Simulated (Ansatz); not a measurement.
## CCSD(T) forces

SiH2Cl (SMILES [SiH2-]Cl) (charge -1), singlet, displaced at random from a GFN2-xTB minimum.

Si1  (-0.368, 0.317, 0.261)
Cl2  (1.539, -0.047, 0.996)
H3  (-0.980, -0.827, -0.085)
H4  (-0.238, 0.421, -1.062)
(Å)

Computed with Ansatz 0.2.0 (basis: def2-TZVPPD); correlated methods freeze the cores. B3LYP uses VWN-RPA correlation.

CCSD(T) forces from the calculation:
```csv
atom,Fx,Fy,Fz (eV/Å)
Si1,-1.521,4.052,4.258
Cl2,1.792,-0.785,0.348
H3,-1.533,-4.256,-0.156
H4,1.262,0.989,-4.450
```

**Question.** Which atom feels the largest CCSD(T) force, and how large is it?

**Answer.** Si1, 6.07 eV/Å, along (-0.25, 0.67, 0.70).

Root-mean-square difference of the force components from those of CCSD(T): PBE0-D4 0.099; wB97M-V 0.043; r2SCAN-D4 0.074; PBE-D4 0.128; B3LYP-D4 0.047; SPW92 0.234 eV/Å.

The T1 diagnostic stays at or below 0.012. These are differences at one structure, and CCSD(T) in triple zeta is itself an approximation.

For scale, one of the runs: CCSD(T)/def2-TZVPPD forces, 133 basis functions (an equivalent command: `ansatz run in.yaml --threads 4`). The run took 13 s on 4 CPU threads (shared host), with 1.1 GiB of host memory at its peak.
